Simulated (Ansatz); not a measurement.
Rutile SnO₂: PBE at its full settings (plane-wave cutoff 520 eV, 8×8×10 k mesh (along the axes of the cell as run), Fermi–Dirac smearing 0.01 eV, scalar-relativistic PAW data made under PBE) and at cheaper ones, in a cell of 6 atoms with Γ-centred meshes.

```csv
level and setting,equilibrium lattice constant a (Å),lattice parameter c (Å),bulk modulus B0 (GPa)
PBE (Ansatz),4.828,3.238,167
PBE (300 eV cutoff) (Ansatz),4.834,3.242,174
PBE (Γ point alone) (Ansatz),5.921,2.855,12.6
PBE (2×2×2 k mesh) (Ansatz),4.775,3.289,175
PBE (4×4×4 k mesh) (Ansatz),4.826,3.239,167
PBE (6×6×6 k mesh) (Ansatz),4.828,3.238,167
PBE (Fermi-Dirac smearing of 0.3 eV) (Ansatz),4.831,3.241,162
```

Largest shifts from the full settings: lattice constant a +23 % (PBE (Γ point alone)), against a difference of +1.92 % of the full result from the reference 4.737 Å (measured, room temperature, no zero-point or thermal correction; as tabulated in Hiroi (2015), arXiv:1503.02262); lattice parameter c -11.8 % (PBE (Γ point alone)), against a difference of +1.63 % of the full result from the reference 3.186 Å (measured, room temperature, not corrected to a static lattice; as tabulated in Hiroi (2015), arXiv:1503.02262); bulk modulus -92 % (PBE (Γ point alone)), against a difference of -21 % of the full result from the reference 212 GPa (measured, temperature not stated, not corrected to a static lattice, from measured elastic constants; as tabulated in Toher et al. (2017), arXiv:1611.05714).

Ansatz's density-functional and Hartree–Fock values are scalar-relativistic unless marked +SOC, with PAW data made under PBE.

Run with cheap settings on purpose, which may leave them unconverged: PBE (2×2×2 k mesh), PBE (300 eV cutoff), PBE (4×4×4 k mesh), PBE (6×6×6 k mesh), PBE (Fermi-Dirac smearing of 0.3 eV), PBE (Γ point alone).

Ansatz is an electronic-structure program.
